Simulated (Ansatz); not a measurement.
`CC(N)=C=O` → `NC1=C(O)C1`  (isomerisation)

Program: Ansatz. Geometries: PBE0-D4/def2-TZVP. ΔE: electronic, gas phase. CCSD(T)/CBS is the MP2 limit (def2-TZVPP, def2-QZVPP) plus CCSD(T) − MP2 in def2-TZVPP, frozen cores. DFT in def2-TZVPP. B3LYP here is the variant with VWN-RPA as its local correlation; programs differ in this. HSE06 is defined as in plane-wave codes. Each species was taken in one conformer, which may not be the lowest.

`CC(N)=C=O`:

Cartesian coordinates in Å:
```
C -0.656 -0.665 0.922
C 0.117 0.006 -0.169
N 0.190 1.435 -0.204
C 0.739 -0.675 -1.108
O 1.301 -1.244 -1.952
H -1.703 -0.350 0.901
H -0.248 -0.398 1.901
H -0.626 -1.753 0.826
H 1.126 1.798 -0.095
H -0.239 1.844 -1.022
```

`NC1=C(O)C1`:

Z-matrix (Å, degrees):
```
C
C 1 1.485
C 1 1.507 2 51.0
H 1 1.099 2 120.5 3 104.6
H 1 1.096 2 120.5 3 -105.2
O 2 1.343 1 144.4 3 -166.1
N 3 1.371 1 140.1 2 166.1
H 6 0.961 2 108.2 1 -28.7
H 7 1.009 3 113.9 1 -179.4
H 7 1.009 3 113.8 1 51.4
```

| level | ΔE (kJ/mol) | difference from CCSD(T)/CBS |
| --- | --- | --- |
| LDA (SPW92) | 121.7 | -25.7 |
| revPBE-D4 | 149.9 | 2.5 |
| r2SCAN-D4 | 151.6 | 4.2 |
| B97M-V | 152.4 | 5.0 |
| PBE0-D4 | 137.0 | -10.4 |
| B3LYP-D4 | 158.7 | 11.3 |
| r2SCANh-D4 | 147.6 | 0.2 |
| r2SCAN0-D4 | 142.1 | -5.3 |
| HSE06-D4 | 137.2 | -10.2 |
| BHLYP-D4 | 155.3 | 7.9 |
| CAM-B3LYP-D4 | 152.5 | 5.1 |
| ωB97X-V | 145.8 | -1.6 |
| ωB97M-V | 149.4 | 2.0 |
| B2PLYP | 158.0 | 10.6 |
| PBE | 143.3 | -4.1 |
| revPBE | 148.8 | 1.4 |
| BLYP | 166.4 | 19.0 |
| r2SCAN | 151.5 | 4.1 |
| PBE0 | 136.7 | -10.7 |
| r2SCANh | 147.5 | 0.1 |
| r2SCAN0 | 142.0 | -5.4 |
| HSE06 | 136.9 | -10.5 |
| BHLYP | 154.9 | 7.5 |
| CAM-B3LYP | 152.2 | 4.8 |
| LC-ωPBE | 133.0 | -14.4 |
| RPA@PBE/def2-TZVPP | 157.8 | 10.4 |
| MP2/def2-SVP | 151.5 | 4.1 |
| CCSD/def2-SVP | 155.3 | 7.9 |
| CCSD(T)/def2-SVP | 157.8 | 10.4 |
| HF/def2-TZVPP | 168.8 | 21.4 |
| MP2/def2-TZVPP | 145.9 | -1.5 |
| SCS-MP2/def2-TZVPP | 153.0 | 5.6 |
| CCSD/def2-TZVPP | 151.4 | 4.0 |
| CCSD(T)/def2-TZVPP | 152.5 | 5.1 |
| HF/def2-QZVPP | 168.2 | 20.8 |
| MP2/def2-QZVPP | 142.8 | -4.6 |
| SCS-MP2/def2-QZVPP | 150.0 | 2.6 |
| HF/CBS(def2) | 168.1 | 20.7 |
| MP2/CBS(def2) | 140.8 | -6.6 |
| CCSD/CBS(def2) | 146.3 | -1.1 |
| CCSD(T)/CBS | 147.4 | 0 |

Largest T1 diagnostic among the species: 0.015.

In def2-TZVPP, CCSD(T) changes the Hartree–Fock value by −16.3 kJ/mol (the triples alone add +1.1 kJ/mol) and MP2 by −22.9 kJ/mol. From PBE to PBE0 (25 % exact exchange), in def2-TZVPP and without D4, ΔE moves by −6.7 kJ/mol.
